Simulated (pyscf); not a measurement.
Optimised with ωB97X-D3(BJ)/def2-SVP in PySCF. Correlated levels are frozen-core, on RHF or UHF. ΔMP2 is the change of the MP2 total energy from the triple- to the quadruple-zeta basis.

**Question.** HO–GeH₂–Cl (SMILES [OH][GeH2][Cl]) → Cl–GeH: (SMILES [Cl][GeH]) [singlet] + H₂O (SMILES O)
Surface: singlet. Broken: Ge–O, Ge–H. Formed: H–O. Give ΔE‡ and ΔE from CCSD(T)/def2-TZVPP + ΔMP2(QZVPP), relative to the reactant's lowest minimum found.

**Answer.** ΔE‡ = 62.1 kcal/mol, ΔE = +35.5 kcal/mol. Zero-point energy shifts the barrier by -2.2 kcal/mol. It is a 1,1-elimination, with an imaginary mode of 1558i cm⁻¹. On the product side the descent ends in a bound adduct, 16.5 kcal/mol under the separated species and 42.4 kcal/mol under the saddle at ωB97X-D3(BJ)/def2-TZVP. At ωB97X-D3(BJ) the barrier from the zero used here is 64.4 kcal/mol. One saddle was located; it need not be the lowest between these sides. The CCSD(T) − MP2 part came from Ansatz, without density fitting, on the same reference. The frozen core leaves the outer d or s,p core shells of the metals and heavy elements correlated in the MP2 and CC values, and def2-TZVPP describes them poorly, which can shift differences by a few kcal/mol. Elements up to Kr have no core potential and no relativistic terms here.
